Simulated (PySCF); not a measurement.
# The bond of ClF+, level by level

One table from this session's results is given with a row withheld; the runs are named, their logs left out.

Computed with PySCF 2.14.0. Level: Cl def2-TZVPPD, F def2-TZVPPD, no relativity.

The first run:

Settings of the job:

```json
{"atoms": "Cl, F", "charge": "1", "basis": "Cl def2-TZVPPD, F def2-TZVPPD", "Hamiltonian": "no relativity", "basis functions": "91", "electrons treated": "25", "masses in u": "34.9689, 18.9984", "levels": "PBE0, PBE, r²SCAN, PBEsol, B97-3, revPBE, MN15, BHandHLYP, ωB97M-V, HF, MP2, SCS-MP2, CCSD, CCSD(T)", "grid": "80 radial by 434 angular points", "occupations": "held fixed by the projection of orbital angular momentum", "dissociation limit": "Cl+ + F, each in its ground configuration", "starting distance in angstrom": "1.685", "values of 2S to try": "1, 3"}
```

On the command line:

```console
$ OMP_NUM_THREADS=2 python dia.py task.json out
```

Among the steps run: Set-up; PBE0 along the bond; Other states along the same grid; PBE; r²SCAN (meta-GGA); PBEsol (GGA); B97-3 (global hybrid GGA); revPBE (GGA); MN15; BHandHLYP; ωB97M-V; UHF; Adding correlation.

One of the session's tables, all rows but one given; the rest of the session is left out.

Energy (eV) from each level's lowest point:

```
R (Å)    UHF  UHF-MP2  UHF-SCS-MP2  UHF-CCSD  UHF-CCSD(T)
1.314  1.176    1.546        1.557       n/a          n/a
1.375  0.440    0.681        0.693     0.689        0.757
1.436  0.085    0.207        0.218     0.220        0.262
1.482  0.000    0.042        0.049     0.052        0.073
1.528  0.027    0.000        0.000     0.000        0.000
1.574      ?        ?            ?         ?            ?
1.635  0.372    0.240        0.213     0.179        0.135
1.711  0.664    1.104        1.070     0.468        0.399
1.803  0.779    1.968        1.915     0.909        0.803
1.925  0.764    2.481        2.398       n/a          n/a
```

Q: Estimate the row for R (Å) = 1.574 from the others.

Worked estimate for «UHF». A straight line through the neighbours (1.528, 0.027) and (1.635, 0.372) gives 0.027 + (0.372 − 0.027) × (1.574 − 1.528) / (1.635 − 1.528) = 0.175; a parabola fitted to 4 rows on both sides gives 0.160.

**Answer.** UHF: 0.137; UHF-MP2: 0.053; UHF-SCS-MP2: 0.042; UHF-CCSD: 0.035; UHF-CCSD(T): 0.015. In «UHF» the line misses by +0.038 and the parabola by +0.023.

Limits of these values: Lowest PBE0 solution found, without spin–orbit coupling: ²Π (doublet), unpaired electrons π ↑. Warnings in the runs' records: inverted.
